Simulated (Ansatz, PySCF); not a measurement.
Species: Si2H6 (charge +1, doublet). 
Geometry from a B3LYP-D3(BJ)/def2-TZVP (Ansatz, an electronic-structure program) optimisation:
```
Si
H 1 1.4708
H 1 1.4708 2 118.16
H 1 1.4708 2 118.16 3 -153.34
Si 1 2.7729 2 97.86 3 103.33
H 5 1.4708 1 97.86 2 -178.94
H 5 1.4708 6 118.16 1 -103.33
H 5 1.4708 6 118.16 7 -153.34
```
Charge +1, spin multiplicity 2.

Total electronic energies in hartree. Correlated levels leave the core frozen unless marked. Open shells are spin-unrestricted. No spin-orbit coupling. Non-relativistic. Basis-set limits of correlation are two-point, X^-3; Hartree-Fock from the larger set. [CCSD(T)-MP2]/basis is that difference in the basis named.

| level | program | energy (Eh) |
|---|---|---|
| RI-HF/def2-TZVPP | Ansatz | -581.05090 |
| SVWN5/def2-TZVPD | Ansatz | -579.85058 |
| revPBE-D4/def2-TZVPD | Ansatz + dftd4 | -582.13390 |
| TPSS-D3(BJ)/def2-TZVPD | PySCF + dftd3 | -582.31056 |
| M06-L-D4/def2-TZVPD | PySCF + dftd4 | -582.24896 |
| B97M-V/def2-TZVPD | Ansatz | -582.08150 |
| B3LYP-D3(BJ)/def2-TZVPD | Ansatz + dftd3 | -582.30115 |
| PBE0-D3(BJ)/def2-TZVPD | Ansatz + dftd3 | -581.99197 |
| PBE0/def2-QZVPP | Ansatz | -582.00785 |
| TPSSh-D3(BJ)/def2-TZVPD | PySCF + dftd3 | -582.29810 |
| TPSSh/def2-TZVPD | PySCF | -582.29166 |
| CAM-B3LYP-D3(BJ)/def2-TZVPD | Ansatz + dftd3 | -582.24948 |
| LC-wPBE-D3(BJ)/def2-TZVPD | Ansatz + dftd3 | -582.06285 |
| B2PLYP-D3(BJ)/def2-TZVPD | Ansatz + dftd3 | -581.98907 |
| MP2/aug-cc-pV(D+d)Z | Ansatz | -581.23033 |
| MP2/cc-pVTZ | Ansatz | -581.28482 |
| MP2/def2-TZVPP | Ansatz | -581.28028 |
| SCS-MP2/cc-pV(T+d)Z | Ansatz | -581.31306 |
| SCS-MP2/def2-TZVPPD | Ansatz | -581.30578 |
| CCSD/def2-SVP | Ansatz | -581.07266 |
| CCSD(T)/6-31G* | Ansatz | -581.16926 |
| CCSD(T)/def2-SVP | Ansatz | -581.07735 |
| RI-MP2/CBS(def2-TZVPPD,def2-QZVPPD)+[CCSD(T)-MP2]/def2-TZVPPD | Ansatz | -581.3826 |

Totals of different functionals don't rank their quality; only differences between species are comparable.
